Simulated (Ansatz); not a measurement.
Input file:

```yaml
crystal:
  periodic: [false, false, false]
  atoms:
    - {symbol: C, position_ang: [0.000000, 0.000000, 0.000000]}
    - {symbol: Ga, position_ang: [0.000000, 0.000000, 2.678000]}
basis:
  gaussian: {orbitals: def2-mTZVP}
magnetization: {spin_polarized: false, initial_magnetization: 1}
correlation: {active_space: {window: {electrons: 4, orbitals: 3}}}
```

```sh
$ ansatz run in.yaml --threads 1 --pin off --events-out ev --progress --plain --max-ram 2393MiB
```

Q: One thing in this input was set wrong on purpose, beside settings that are merely unusual. What is the gravest fault, and what does the program do?

A: Impossible active window. How the run ends: stopped by an error.
```
502 factors; integrals over basis functions are off by at most 2.8e-4 eV
mean field evaluation 1: about -53358.2304 eV, gradient 8.4e0 eV
mean field evaluation 2: about -53358.2307 eV, gradient 8.4e0 eV
mean field evaluation 4: about -53358.7426 eV, gradient 2.3e0 eV
mean field evaluation 8: about -53358.7776 eV, gradient 2.9e-1 eV
mean field evaluation 16: about -53351.5527 eV, gradient 2.2e1 eV
mean field evaluation 32: about -53357.9064 eV, gradient 1.2e0 eV
mean field evaluation 64: about -53357.3755 eV, gradient 9.0e-2 eV
mean field evaluation 96: about -53358.6454 eV, gradient 2.3e0 eV
mean field evaluation 128: about -53357.9308 eV, gradient 3.0e-6 eV
mean field evaluation 160: about -53357.3668 eV, gradient 3.6e-6 eV
mean field -53358.77860799 eV, -1960.8989459646 hartree, gradient 5.4e-6 eV, S^2 0.750000; 14 other end points of the search recorded, 0 dependent functions left out
reference -53358.77860799 eV, -1960.8989459646 hartree; 19, 18 occupied and 36, 37 virtual orbitals, 502 factors
Error: 4 electrons in 3 orbitals form no window around the highest filled level of the reference
```
